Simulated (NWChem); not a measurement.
Everything below was run with NWChem. System: CHO (+1), charge 1, spin multiplicity 1, at a geometry optimised with PBE/def2-SVP. The structure started from a generated list of species. Level: CIS/def2-SVPD.

Input file:

```
start mol
memory heap 200 mb stack 900 mb global 1100 mb
charge 1
geometry units angstroms nocenter noautoz
  C      0.000000     0.000000    -0.521915
  O      0.000000     0.000000     0.596550
  H      0.000000     0.000000    -1.640908
  symmetry group C2v
end
basis spherical
  * library def2-svpd
end
dft
  xc hfexch
  semidirect memsize 60000000 filesize 0
  iterations 100
end
tddft
  cis
  nroots 8
  notriplet
  thresh 1e-4
end
task tddft energy
```

Part of the output:

```
             Northwest Computational Chemistry Package (NWChem) 7.3.0
             --------------------------------------------------------

                                NWChem Input Module
                                -------------------

 Scaling coordinates for geometry "geometry" by  1.889725989
 (inverse scale =  0.529177249)

 Turning off AUTOSYM since
 SYMMETRY directive was detected!

                             Geometry "geometry" -> ""
                             -------------------------

 Output coordinates in angstroms (scale by  1.889725989 to convert to a.u.)

  No.       Tag          Charge          X              Y              Z
 ---- ---------------- ---------- -------------- -------------- --------------
    1 C                    6.0000     0.00000000     0.00000000    -0.52191500
    2 O                    8.0000     0.00000000     0.00000000     0.59655000
    3 H                    1.0000     0.00000000     0.00000000    -1.64090800

 Effective nuclear repulsion energy (a.u.)      27.4396452047

            Nuclear Dipole moment (a.u.)
            ----------------------------
        X                 Y               Z
 ---------------- ---------------- ----------------
     0.0000000000     0.0000000000     0.0000037795

      Symmetry information
      --------------------

 Group name             C2v
 Group number             16
 Group order               4
 No. of unique centers     3

      Symmetry unique atoms

     1    2    3


 Summary of "ao basis" -> "" (spherical)
 ------------------------------------------------------------------------------
       Tag                 Description            Shells   Functions and Types
 ---------------- ------------------------------  ------  ---------------------
 *                         def2-svpd                  on all atoms

  xc_inp: hfexch multiplicative factor not found.

                                 NWChem DFT Module
                                 -----------------

 Summary of "ao basis" -> "ao basis" (spherical)
 ------------------------------------------------------------------------------
       Tag                 Description            Shells   Functions and Types
 ---------------- ------------------------------  ------  ---------------------
 C                         def2-svpd                 8       20   4s2p2d
 O                         def2-svpd                 9       23   4s3p2d
 H                         def2-svpd                 4        8   2s2p

 Summary of "ao basis" -> "ao basis" (spherical)
 ------------------------------------------------------------------------------
       Tag                 Description            Shells   Functions and Types
 ---------------- ------------------------------  ------  ---------------------
 C                         def2-svpd                 8       20   4s2p2d
 O                         def2-svpd                 9       23   4s3p2d
 H                         def2-svpd                 4        8   2s2p

      Symmetry analysis of basis
      --------------------------

        a1         25
        a2          4
        b1         11
        b2         11

            General Information
            -------------------
          SCF calculation type: DFT
          Wavefunction type:  closed shell.
          No. of atoms     :     3
          No. of electrons :    14
           Alpha electrons :     7
            Beta electrons :     7
          Charge           :     1
          Spin multiplicity:     1
[...]
     Occ.    5  a1  ---  Virt.   15  b1      -0.16291
     Occ.    5  a1  ---  Virt.   16  b2      -0.07183
     Occ.    5  a1  ---  Virt.   23  b1      -0.05256
     Occ.    5  a1  ---  Virt.   30  b1      -0.08071
  ----------------------------------------------------------------------------
  Root   5 singlet b2             0.460598805 a.u.               12.5335 eV
  ----------------------------------------------------------------------------
     Transition Moments    X -0.01622   Y  0.03679   Z -0.00000
     Transition Moments   XX -0.00000  XY  0.00000  XZ -0.39164
     Transition Moments   YY -0.00000  YZ  0.88829  ZZ  0.00000
     Dipole Oscillator Strength                    0.0004963435
     Electric Quadrupole                           0.0000004904
     Magnetic Dipole                               0.0000091335
     Total Oscillator Strength                     0.0005059673

          sigma_e =   1.1108 Angstrom
          sigma_h =   1.0472 Angstrom
         |d_h->e| =   0.5744 Angstrom
            d_exc =   1.6147 Angstrom
            d_CD1 =   0.6380 Angstrom
            d_CD2 =  -0.5046 Angstrom
            d_CD3 =   2.1891 Angstrom
     Pearson C.C. =   0.0229

     Occ.    3  a1  ---  Virt.    9  b2      -0.07906
     Occ.    5  a1  ---  Virt.    8  b1      -0.38976
     Occ.    5  a1  ---  Virt.    9  b2       0.88401
     Occ.    5  a1  ---  Virt.   13  b2      -0.07251
     Occ.    5  a1  ---  Virt.   15  b1       0.07183
     Occ.    5  a1  ---  Virt.   16  b2      -0.16291
     Occ.    5  a1  ---  Virt.   22  b2       0.05256
     Occ.    5  a1  ---  Virt.   31  b2      -0.08071
  ----------------------------------------------------------------------------
  Root   6 singlet b1             0.565268608 a.u.               15.3817 eV
  ----------------------------------------------------------------------------
     Transition Moments    X -0.23353   Y -0.00517   Z  0.00000
     Transition Moments   XX -0.00000  XY  0.00000  XZ -0.28050
     Transition Moments   YY -0.00000  YZ -0.00621  ZZ -0.00000
     Dipole Oscillator Strength                    0.0205616908
     Electric Quadrupole                           0.0000000757
     Magnetic Dipole                               0.0000003426
     Total Oscillator Strength                     0.0205621090

          sigma_e =   1.5308 Angstrom
          sigma_h =   0.9448 Angstrom
         |d_h->e| =   1.0108 Angstrom
            d_exc =   2.0761 Angstrom
            d_CD1 =   1.5968 Angstrom
            d_CD2 =  -0.2270 Angstrom
            d_CD3 =   3.0869 Angstrom
     Pearson C.C. =  -0.0182

     Occ.    4  a1  ---  Virt.    8  b1      -0.32010
     Occ.    6  b1  ---  Virt.   10  a1      -0.70466
     Occ.    6  b1  ---  Virt.   11  a1       0.57285
     Occ.    6  b1  ---  Virt.   14  a1      -0.06256
     Occ.    6  b1  ---  Virt.   20  a1       0.18838
     Occ.    6  b1  ---  Virt.   21  a1       0.12163
     Occ.    6  b1  ---  Virt.   26  a1      -0.05989
     Occ.    6  b1  ---  Virt.   29  a1       0.05660
  ----------------------------------------------------------------------------
  Root   7 singlet b2             0.565268608 a.u.               15.3817 eV
  ----------------------------------------------------------------------------
     Transition Moments    X  0.00517   Y -0.23353   Z -0.00000
     Transition Moments   XX  0.00000  XY -0.00000  XZ  0.00621
     Transition Moments   YY  0.00000  YZ -0.28050  ZZ  0.00000
     Dipole Oscillator Strength                    0.0205616908
     Electric Quadrupole                           0.0000000757
     Magnetic Dipole                               0.0000003426
     Total Oscillator Strength                     0.0205621090

          sigma_e =   1.5308 Angstrom
          sigma_h =   0.9448 Angstrom
         |d_h->e| =   1.0108 Angstrom
            d_exc =   2.0761 Angstrom
            d_CD1 =   1.5968 Angstrom
            d_CD2 =  -0.2270 Angstrom
            d_CD3 =   3.0869 Angstrom
     Pearson C.C. =  -0.0182

     Occ.    4  a1  ---  Virt.    9  b2      -0.32010
     Occ.    7  b2  ---  Virt.   10  a1      -0.70466
     Occ.    7  b2  ---  Virt.   11  a1       0.57285
     Occ.    7  b2  ---  Virt.   14  a1      -0.06256
     Occ.    7  b2  ---  Virt.   20  a1       0.18838
     Occ.    7  b2  ---  Virt.   21  a1       0.12163
     Occ.    7  b2  ---  Virt.   26  a1      -0.05989
     Occ.    7  b2  ---  Virt.   29  a1       0.05660
  ----------------------------------------------------------------------------
  Root   8 singlet a1             0.590934398 a.u.               16.0801 eV
  ----------------------------------------------------------------------------
     Transition Moments    X -0.00000   Y  0.00000   Z  1.33033
     Transition Moments   XX -0.44164  XY -0.00000  XZ  0.00000
     Transition Moments   YY -0.44164  YZ -0.00000  ZZ  0.16471
     Dipole Oscillator Strength                    0.6972110818
     Electric Quadrupole                           0.0000001347
     Magnetic Dipole                               0.0000000000
     Total Oscillator Strength                     0.6972112165

          sigma_e =   1.3699 Angstrom
          sigma_h =   0.9032 Angstrom
         |d_h->e| =   0.7821 Angstrom
            d_exc =   1.7920 Angstrom
            d_CD1 =   1.2489 Angstrom
            d_CD2 =  -0.3544 Angstrom
            d_CD3 =   2.5741 Angstrom
     Pearson C.C. =   0.0376

     Occ.    4  a1  ---  Virt.   10  a1       0.10939
     Occ.    4  a1  ---  Virt.   11  a1       0.07214
     Occ.    4  a1  ---  Virt.   19  a1      -0.06547
     Occ.    5  a1  ---  Virt.   10  a1      -0.20339
     Occ.    5  a1  ---  Virt.   11  a1       0.17254
     Occ.    5  a1  ---  Virt.   14  a1      -0.12103
     Occ.    5  a1  ---  Virt.   19  a1       0.09241
     Occ.    5  a1  ---  Virt.   20  a1       0.09851
     Occ.    5  a1  ---  Virt.   21  a1       0.15692
     Occ.    5  a1  ---  Virt.   26  a1      -0.05975
     Occ.    5  a1  ---  Virt.   33  a1      -0.12283
     Occ.    5  a1  ---  Virt.   34  a1       0.08215
     Occ.    6  b1  ---  Virt.    8  b1       0.63221
     Occ.    7  b2  ---  Virt.    9  b2       0.63221

              Target root =      1
          Target symmetry = none
      Ground state energy =   -112.877756916524
        Excitation energy =      0.323533084687
     Excited state energy =   -112.554223831837

  stored tddft:energy   -112.55422383183654

 Task  times  cpu:       10.3s     wall:       10.3s

 Total times  cpu:       10.3s     wall:       10.3s
```
